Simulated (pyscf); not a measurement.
Structures and frequencies: ωB97X-D3(BJ)/def2-SVP in PySCF. Correlated levels are frozen-core, on RHF or UHF. ΔMP2 is the change of the MP2 total energy from the triple- to the quadruple-zeta basis.

### Question
For HC≡N (SMILES C#N) + CH₃• (SMILES [CH3]) → •HC=N–CH₃ (SMILES [CH]=NC), an addition (doublet surface; none broken, C–N formed), PBE/def2-TZVP gives ΔE‡ = 8.6 kcal/mol and ΔE = -13.8 kcal/mol (zero: the separated reactants). In which direction and how far do B3LYP-D3(BJ)/def2-TZVP, M06-2X/def2-TZVP, CCSD(T)/def2-TZVPP + ΔMP2(QZVPP) move these?

### Answer
B3LYP-D3(BJ): ΔE‡ = 12.9 kcal/mol, ΔE = -9.5 kcal/mol; M06-2X: ΔE‡ = 16.8 kcal/mol, ΔE = -8.3 kcal/mol; CCSD(T): ΔE‡ = 18.4 kcal/mol, ΔE = -5.0 kcal/mol. PBE's barrier lies under all of them, by 4.2 to 9.8 kcal/mol. Its reaction energy lies under all of them, by 4.4 to 8.9 kcal/mol. Much of the shift in the barrier follows the reaction energy. On the product side the descent ends in a point that may be a rotor saddle (no frequency run), 4.5 kcal/mol over the lowest minimum found and 21.7 kcal/mol under the saddle at ωB97X-D3(BJ)/def2-TZVP. At ωB97X-D3(BJ)/def2-TZVP the barrier from the zero used here is 15.9 kcal/mol. One saddle was located; it need not be the lowest between these sides. The CCSD(T) − MP2 part came from Ansatz, without density fitting, on the same reference. A UHF reference is spin-contaminated (<S²> up to 1.00), which harms MP2 most.
